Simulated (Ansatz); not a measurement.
Seven cases of ionisation energy with Al to Br (electronic energies, eV); geometries: B3LYP-D3(BJ)/def2-TZVP. The cases were drawn at random from those of this class that have a high level and all functionals, leaving out states under which another spin lies or may lie. Left out are anions, K, Ca, elements past Kr, ionisation of Li, Na and Mg, pi-pi* triplets of linear molecules and other triplets made from a closed-shell parent. Runs that doubt their state, and full CI more than 15 mEh from coupled cluster, are set aside; a case stays where another high level and all functionals remain. AFQMC serves as high level only in triple zeta or larger, with a steady walk, a bar under 0.8 kcal/mol and agreement with other high levels or trials where they ran; where none ran, an unstable determinant or (outside 3d species) a high T1 diagnostic also bars it, so strongly correlated cases are thinned. No case was kept or dropped by the size of a functional's miss. High levels with a bar over 0.5 kcal/mol are left out too, and the seventh case lies inside the range of the six. Affinities count positive where energy is released, gaps as the second state minus the first. B3LYP is by Ansatz (a first-principles code) in def2-TZVPD. High levels (Ansatz): P = CCSD(T)/CBS(aug-cc-pV(T+d)Z,aug-cc-pV(Q+d)Z) + [CCSDT(Q) - CCSD(T)]/aug-cc-pV(Q+d)Z + [FCI - CCSDT(Q)]/aug-cc-pV(T+d)Z + core + X2C; Q = CCSD(T)/CBS(aug-cc-pVTZ,aug-cc-pVQZ) + [CCSDT(Q) - CCSD(T)]/aug-cc-pVQZ + [FCI - CCSDT(Q)]/aug-cc-pVTZ; R = CCSD(T)/CBS(cc-pV(Q+d)Z,cc-pV(5+d)Z) + [CCSDT(Q) - CCSD(T)]/cc-pV(D+d)Z + core + X2C; S = CCSD(T)/CBS(cc-pV(Q+d)Z,cc-pV(5+d)Z) + [CCSDT(Q) - CCSD(T)]/cc-pV(Q+d)Z + [CCSDTQ - CCSDT(Q)]/cc-pV(D+d)Z + core + X2C; T = CCSD(T)/CBS(cc-pV(Q+d)Z,cc-pV(5+d)Z) + [CCSDT(Q) - CCSD(T)]/cc-pV(Q+d)Z + [FCI - CCSDT(Q)]/cc-pV(D+d)Z + core + X2C; U = CCSD(T)/CBS(cc-pV(Q+d)Z,cc-pV(5+d)Z) + [CCSDT(Q) - CCSD(T)]/cc-pV(T+d)Z + core + X2C; V = CCSD(T)/CBS(cc-pVQZ,cc-pV5Z) + [CCSDT(Q) - CCSD(T)]/cc-pV5Z + [CCSDTQ - CCSDT(Q)]/cc-pVTZ. Open shells are spin-unrestricted; no spin-orbit coupling. Cores are frozen in correlated methods (noble-gas shells, and filled d and f shells in the p block). Rows without X2C or -DK are non-relativistic. CBS(X,Y): correlation extrapolated as X^-3, Hartree-Fock from the larger set (Q,5: extrapolated as (X+1)exp(-9√X)). A bracket is a step between two methods taken in the basis named. The functionals are non-relativistic, so their misses hold any scalar relativity. 'core' is core correlation in cc-pwCVTZ (1s frozen past Ne), 'X2C' scalar relativity in cc-pVTZ-DK, both at CCSD(T). Full CI freezes restricted core orbitals, also for open shells; the composite that ends in it estimates full CI at the basis-set limit. For partners of very few electrons the exact lower level stands in for a higher one. Spin-orbit terms, left out, reach several kcal/mol for Br and I, and more for heavier atoms. The UHF reference of CS2+ (parent SMILES S=C=S, doublet) is spin-contaminated (<S^2> up to 0.28 over the pure value in the sets run). The spin of HBr+ (parent SMILES Br, doublet) was assumed, and the state is the lowest solution found for it. The spin of CS2+ (parent SMILES S=C=S, doublet) was assumed, and the state is the lowest solution found for it. The spin of F2S+ (parent SMILES FSF, doublet) was assumed, and the state is the lowest solution found for it.

```csv
case,B3LYP,level,high level
"H2S (sulfane, SMILES S) → H2S+ (parent SMILES S, doublet)",10.42,S,10.49
"HBr (bromane, SMILES Br) → HBr+ (parent SMILES Br, doublet)",11.79,V,11.83
P (quartet) to P+ (triplet),10.38,P,10.52
Ge (triplet) to Ge+ (doublet),7.88,Q,7.88
"CS2 (SMILES S=C=S) → CS2+ (parent SMILES S=C=S, doublet)",10.05,U,10.13
"SF2 (fluoro thiohypofluorite, SMILES S(F)F) → SF2+ (parent SMILES FSF, doublet)",10.02,R,10.06
"SiH3 (SMILES [SiH3], doublet) → SiH3+ (parent SMILES [SiH3], singlet)",8.15,T,withheld
```

Task: Fit a straight line from B3LYP to the high level over the first six rows by least squares, predict the seventh, and compare with the calculation.

Result: Means: B3LYP 10.090, high level 10.152. Sxx = 7.9736, Sxy = 8.0993, slope 1.0158, intercept -0.098 eV; residual standard deviation 0.05 eV. Seventh row: 1.0158·(8.15) -0.098 = 8.18 eV. The calculation gave 8.10 eV: the line differs from it by +0.08, B3LYP itself by +0.05.
